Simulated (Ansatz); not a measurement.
Basis-set extrapolation for C₄H₆ClF (`C[C@@]1(Cl)C[C@H]1F`) (PBE0-D4/def2-TZVP geometry, frozen core, Ansatz 0.2.0). Multiplicity 1, RHF reference.

```csv
,def2-TZVPP,def2-QZVPP
HF,-713.976432,-714.000362
MP2 correlation,-1.108360,-1.194468
CCSD(T) correlation,-1.200289,not run
```

Energies in hartree. Use E(X) = E(∞) + A·exp(−7.88·√X) for Hartree–Fock and E(X) = E(∞) + B·X^(−2.97) for correlation, with X = 3 and 4, and add CCSD(T) minus MP2 of the smaller set to the MP2 limit.

What is the CCSD(T) energy at the basis-set limit?

HF limit: -714.000362 + (-0.023930) × 0.13774 = -714.00366. MP2 limit: -1.194468 + (-0.086108) × 0.74074 = -1.25825. Higher-order term: -1.200289 − (-1.108360) = -0.09193. Total: -715.35384 hartree, 4.82 eV below CCSD(T)/def2-TZVPP.
